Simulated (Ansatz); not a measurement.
# CCSD(T) against full CI for several species

Each species is computed at the geometry given (Å), with frozen cores, in Ansatz 0.2.0: RHF-CCSD(T) for singlets, UHF-CCSD(T) otherwise, and full CI in the same basis. The program picks the determinant by trial CCSD, so it needn't be the lowest Hartree–Fock solution. States: HAlC triplet Σ⁻ or Δ, BH4⁺ singlet A1, SiP⁺ singlet Σ⁺ or Δ, GaH4⁺ singlet A1. Cases whose determinant has another symmetry than full CI's state, or whose (Q) step broke down, weren't drawn. No relativity is included.

Task: Judging by size, spin and bonding and the diagnostics given, rank them by the size of CCSD(T)'s error in total energy against full CI in the same basis, smallest first (an estimate).
A. GaH₄⁺, singlet, aug-cc-pVDZ: Ga 0.000 0.000 -0.055; H 0.000 1.521 -0.198; H 0.000 0.383 2.107; H 0.000 -1.521 -0.198; H 0.000 -0.383 2.107. T1 0.008, (T) -27 meV in a correlation energy of -2.91 eV
B. SiP⁺, singlet, cc-pVDZ: Si 0.000 0.000 0.000; P 0.000 0.000 1.770. T1 0.030, (T) -421 meV in a correlation energy of -6.30 eV
C. BH4⁺, singlet, aug-cc-pVDZ: B 0.001 0.050 -0.050; H -0.014 0.911 0.799; H -0.038 -1.533 1.554; H 0.023 0.900 -0.912; H 0.017 -0.812 -0.900. T1 0.047, (T) -168 meV in a correlation energy of -4.40 eV
D. HAlC, triplet, cc-pVDZ: Al 0.000 0.000 -1.205; C 0.000 0.000 4.011; H 0.000 0.000 -2.806. T1 0.010, (T) -52 meV in a correlation energy of -4.04 eV

Result: A (9.8 meV), D (18.3 meV), C (28.0 meV), B (71.7 meV).

```csv
species,basis,correlated electrons,CCSD(T) − full CI (meV),CCSDT(Q) − full CI (meV),unpaired electrons (full CI),T1,⟨S²⟩ of the determinant
"GaH4⁺, singlet",aug-cc-pVDZ,6,9.8,0.3,0.03,0.008,0.00
"HAlC, triplet",cc-pVDZ,8,18.3,-1.0,2.12,0.010,2.01
"BH4⁺, singlet",aug-cc-pVDZ,6,28.0,0.9,0.42,0.047,0.00
"SiP⁺, singlet",cc-pVDZ,8,71.7,-3.1,0.43,0.030,0.00
```

Unpaired electrons are Σ n²(2−n)² over natural occupations; an open shell counts its own unpaired electrons too. Frozen cores follow each run's orbitals, which moves totals by a few meV.
